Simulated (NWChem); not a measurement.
## Correlation energy of nitrogen (N2)

```
N
N 1 1.1004
```
Charge 0, spin multiplicity 1.

Everything below was run with NWChem. All single points use one geometry, from B3LYP/def2-SVP, a minimum by its harmonic frequencies.

Basis set: 6-31G*. Each correlation energy counts from its own Hartree-Fock reference.

The correlated methods keep 2 core orbitals frozen. The Pople sets run with spherical d functions. Coupled-cluster values serve here as a point of comparison, not as the truth.

One of these methods gave a correlation energy of -296.4 mHa. Which?
A. CR-CCSD[T]
B. SCS-MP2
C. MP2
D. CCSD

B, SCS-MP2. The others give -309.0 (CCSD), -306.1 (MP2), -319.0 (CR-CCSD[T]).
